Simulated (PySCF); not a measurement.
**SH₄⁺, doublet: molecular constants**

These are results of UPBE0 in PySCF with S def2-TZVP, H def2-TZVP; no relativity; density-fitted integrals, not measurements.

The structure is a minimum.

Coordinates in bohr (charge 1 multiplicity 2):
```
S     0.0000    0.0000    0.0904
H     1.9226    0.0000   -1.5948
H     0.0000    2.8335    0.1494
H    -1.9226    0.0000   -1.5948
H     0.0000   -2.8335    0.1494
```

* Point group: C2v
* Bond lengths: S–H 1.353 Å (×2), S–H 1.500 Å (×2)
* Bond angles: H–S–H 90.8° (×4), H–S–H 97.5°, H–S–H 177.6°
* Lowest empty level (β): -9.68 eV
* Zero-point energy: 78.5 kJ/mol
* Principal polarisabilities: 15.8, 17.3, 32.5 bohr³
* Dipole moment about the centre of mass: 1.37 D
* Entropy at 298.15 K and 1 bar (electronic part: spin only): 225.4 J/(mol K)
* Principal quadrupole moments (Buckingham, traceless) about the centre of mass: -1.65, 0.61, 1.03 D Å
* Heat capacity Cp at 298.15 K: 43.2 J/(mol K)
* Rotational symmetry number: 2
* Highest occupied level (α): -13.84 eV
* Rotational constants: 4.673, 2.785, 2.547 cm⁻¹
* Spin squared ⟨S²⟩: 0.763
* Enthalpy at 298.15 K above 0 K: 10.56 kJ/mol

Harmonic modes (masses in u: S 31.972, H 1.008):
```tsv
symmetry	ω (cm⁻¹)	IR (km/mol)	μ (u)	type
b1	859	50.4	1.11	stretch
a1	865	20.6	1.08	bend
b2	870	10.2	1.07	bend
a1	1058	3.7	1.02	bend
b1	1198	7.8	1.02	bend
a2	1239	0.0	1.01	bend
a1	1740	0.0	1.01	stretch
a1	2644	65.8	1.03	stretch
b2	2653	99.3	1.04	stretch
```

In C2v the vibrations span 2b1 + 4a1 + 2b2 + a2. The a2 mode carries no infrared intensity, as symmetry demands.

Charges (e):
```json
{"atom": "S1", "Mulliken": "-0.03", "Löwdin": "0.52", "polar tensor": "0.62", "spin (Mulliken)": "0.17", "Mayer order to S1": "–"}
{"atom": "H2,4", "Mulliken": "0.30", "Löwdin": "0.12", "polar tensor": "0.17", "spin (Mulliken)": "-0.01", "Mayer order to S1": "0.89"}
{"atom": "H3,5", "Mulliken": "0.22", "Löwdin": "0.12", "polar tensor": "0.02", "spin (Mulliken)": "0.42", "Mayer order to S1": "0.66"}
```

Mulliken populations on S1: s 5.78, p 9.96, d 0.29, f 0.01.

Outer orbital energies (eV). α occupied: -21.56, -21.05, -19.42, -13.84; empty: -7.01, -6.16, -4.84, -1.18. β occupied: -20.86, -20.29, -18.88; empty: -9.68, -6.69, -6.02, -3.56.

This need not be the most stable arrangement of these atoms.

The final relaxation and frequency run took 27 s on 2 threads of a shared Arm Neoverse V1 host, with 61 basis functions and 14 gradients; the process peaked at 0.89 GiB. Launch command: `OMP_NUM_THREADS=2 python axn.py task.json out`.
